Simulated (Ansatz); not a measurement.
HCl2, doublet: a nudged elastic band.

The input file, in.yaml:

```yaml
crystal:
  periodic: [false, false, false]
  atoms:
    - {symbol: H, position_ang: [1.078574, 0.525156, -0.096175]}
    - {symbol: Cl, position_ang: [0.697154, -0.653099, -0.426032]}
    - {symbol: Cl, position_ang: [-1.775728, 0.127943, 0.522207]}
basis:
  gaussian: {orbitals: def2-SVPD}
magnetization: {spin_polarized: true, initial_magnetization: 1}
hamiltonian: {xc: r2scan, dispersion: d4}
neb:
  images: 7
  climbing: false
  max_iterations: 60
  initial_path: idpp
  f_tol: 0.1
  final_atoms:
    - {symbol: H, position_ang: [-0.254647, 1.080502, 0.464273]}
    - {symbol: Cl, position_ang: [1.258616, -1.136068, -0.753372]}
    - {symbol: Cl, position_ang: [-1.003969, 0.055567, 0.289100]}
```

Command:

```bash
ansatz run in.yaml --threads 2 --pin off --events-out ev --progress --plain --max-ram 4352MiB
```

Output of Ansatz 0.2.0:

```
Functional definition: r2SCAN
  name "r2SCAN"
  cite "Furness, Kaplan, Ning, Perdew & Sun, J. Phys. Chem. Lett. 11, 8208 (2020) doi:10.1021/acs.jpclett.0c02405"
  cite "Furness, Kaplan, Ning, Perdew & Sun, J. Phys. Chem. Lett. 11, 9248 (2020) doi:10.1021/acs.jpclett.0c03077"
  parent r2scan
  parameter k0 = 0.174
  parameter k1 = 0.065
  parameter a1 = 4.9479
  exchange = r2scan_x(k0 = k0, k1 = k1, a1 = a1)
  correlation = r2scan_c
616 factors; their error is unknown
mean field evaluation 1: about -25050.4614 eV, gradient 8.8e0 eV
mean field evaluation 2: about -25050.1026 eV, gradient 1.3e1 eV
mean field evaluation 4: about -25051.1504 eV, gradient 1.0e0 eV
mean field evaluation 8: about -25051.1365 eV, gradient 2.5e-2 eV
mean field evaluation 16: about -25051.1365 eV, gradient 2.1e-5 eV
mean field evaluation 32: about -25051.1362 eV, gradient 4.0e-2 eV
mean field -25051.13650263 eV, -920.6122862013 hartree, gradient 2.2e-5 eV, S^2 0.753665; 8 other end points of the search recorded, 0 dependent functions left out
the calculation of the forces begins
reference -25051.13652980 eV, -920.6122872000 hartree; 18, 17 occupied and 44, 45 virtual orbitals, 616 factors
616 factors; their error is unknown
mean field evaluation 64: about -25051.1558 eV, gradient 6.1e-2 eV
mean field evaluation 96: about -25050.4537 eV, gradient 7.9e-1 eV
mean field -25051.13653308 eV, -920.6122873203 hartree, gradient 2.0e-5 eV, S^2 0.753665; 8 other end points of the search recorded, 0 dependent functions left out
the calculation of the forces begins
reference -25051.13656014 eV, -920.6122883148 hartree; 18, 17 occupied and 44, 45 virtual orbitals, 616 factors
WARN: NEB end point (image 0): max|allowed force component| = 3.550e-1 eV/Å (the criterion of neb.relax_end_points is 2.000e-2). That is over neb.f_tol: it is no minimum, so the barrier can be far off. Relax it first
WARN: NEB end point (image 8): max|allowed force component| = 3.640e-1 eV/Å (the criterion of neb.relax_end_points is 2.000e-2). That is over neb.f_tol: it is no minimum, so the barrier can be far off. Relax it first
616 factors; their error is unknown
mean field evaluation 128: about -25050.7908 eV, gradient 8.1e-4 eV
mean field evaluation 160: about -25050.2118 eV, gradient 5.2e0 eV
mean field -25050.79083972 eV, -920.5995833237 hartree, gradient 3.7e-5 eV, S^2 0.753667; 8 other end points of the search recorded, 0 dependent functions left out
the calculation of the forces begins
reference -25050.79086681 eV, -920.5995843192 hartree; 18, 17 occupied and 44, 45 virtual orbitals, 616 factors
616 factors; their error is unknown
mean field evaluation 192: about -25050.0326 eV, gradient 1.1e-4 eV
mean field evaluation 224: about -25049.0571 eV, gradient 3.6e0 eV
mean field -25050.03258982 eV, -920.5717181540 hartree, gradient 3.0e-5 eV, S^2 0.753976; 6 other end points of the search recorded, 0 dependent functions left out
the calculation of the forces begins
reference -25050.03261685 eV, -920.5717191473 hartree; 18, 17 occupied and 44, 45 virtual orbitals, 616 factors
616 factors; their error is unknown
mean field evaluation 256: about -25048.1203 eV, gradient 3.3e0 eV
mean field -25049.31728023 eV, -920.5454310114 hartree, gradient 3.1e-5 eV, S^2 0.756863; 4 other end points of the search recorded, 0 dependent functions left out
the calculation of the forces begins
reference -25049.31730701 eV, -920.5454319954 hartree; 18, 17 occupied and 44, 45 virtual orbitals, 616 factors
616 factors; their error is unknown
mean field evaluation 288: about -25049.0311 eV, gradient 4.9e-5 eV
mean field -25049.03112052 eV, -920.5349148358 hartree, gradient 4.9e-5 eV, S^2 0.761235; 0 other end points of the search recorded, 0 dependent functions left out
the calculation of the forces begins
reference -25049.03114714 eV, -920.5349158143 hartree; 18, 17 occupied and 44, 45 virtual orbitals, 616 factors
616 factors; their error is unknown
mean field evaluation 320: about -25048.2082 eV, gradient 6.0e-4 eV
mean field -25049.31683140 eV, -920.5454145170 hartree, gradient 3.1e-5 eV, S^2 0.756869; 6 other end points of the search recorded, 0 dependent functions left out
the calculation of the forces begins
reference -25049.31685818 eV, -920.5454155012 hartree; 18, 17 occupied and 44, 45 virtual orbitals, 616 factors
616 factors; their error is unknown
mean field evaluation 352: about -25050.0320 eV, gradient 1.8e-2 eV
mean field evaluation 384: about -25049.8647 eV, gradient 1.6e0 eV
mean field -25050.03202474 eV, -920.5716973877 hartree, gradient 5.6e-5 eV, S^2 0.753978; 8 other end points of the search recorded, 0 dependent functions left out
the calculation of the forces begins
reference -25050.03205172 eV, -920.5716983792 hartree; 18, 17 occupied and 44, 45 virtual orbitals, 616 factors
616 factors; their error is unknown
mean field evaluation 416: about -25050.7906 eV, gradient 4.1e-6 eV
mean field evaluation 448: about -25050.7830 eV, gradient 8.7e-1 eV
mean field -25050.79055218 eV, -920.5995727568 hartree, gradient 4.8e-6 eV, S^2 0.753667; 8 other end points of the search recorded, 0 dependent functions left out
the calculation of the forces begins
reference -25050.79057918 eV, -920.5995737492 hartree; 18, 17 occupied and 44, 45 virtual orbitals, 616 factors
NEB iter   1: max|band force component| = 2.708e0 eV/Å  barrier→ = 2.1039 eV  barrier← = 2.1039 eV  Δτ_max = 0.2000 Å  (1380 SCF iters)
NEB iter   2: max|band force component| = 2.011e0 eV/Å  barrier→ = 1.1530 eV  barrier← = 1.1531 eV  Δτ_max = 0.2000 Å  (285 SCF iters)
NEB iter   3: max|band force component| = 4.894e0 eV/Å  barrier→ = 0.4934 eV  barrier← = 0.4934 eV  Δτ_max = 0.1074 Å  (276 SCF iters)
NEB iter   4: max|band force component| = 5.253e-1 eV/Å  barrier→ = 0.2716 eV  barrier← = 0.2717 eV  Δτ_max = 0.1297 Å  (265 SCF iters)
NEB iter   5: max|band force component| = 4.315e-1 eV/Å  barrier→ = 0.1955 eV  barrier← = 0.1956 eV  Δτ_max = 0.0426 Å  (285 SCF iters)
NEB iter   6: max|band force component| = 8.909e-2 eV/Å  barrier→ = 0.1778 eV  barrier← = 0.1778 eV  Δτ_max = 0.0000 Å  (1718 SCF iters)
Total energy: -25050.96694557 eV, -920.6060550946 hartree
Atom 0 at     0.289328     0.271259     0.022001 Å, force    -0.074190    -0.069961    -0.005790 eV/Å
Atom 1 at     0.752362    -1.044993    -0.584478 Å, force    -0.001103     0.073802     0.027351 eV/Å
Atom 2 at    -1.041690     0.773734     0.562478 Å, force     0.075293    -0.003841    -0.021562 eV/Å
Dipole moment:     0.075547     0.070830     0.005745 e Å

[the SCF lines of later steps are left out]
```

The lines “mean field evaluation” count trial sets of orbitals through the whole run, from several starts and some on an approximate energy, so they need not fall steadily or lie above the final value.

Hardware: 2 CPU threads of an Arm Neoverse V1, shared host. Wall time about 2.7 min.
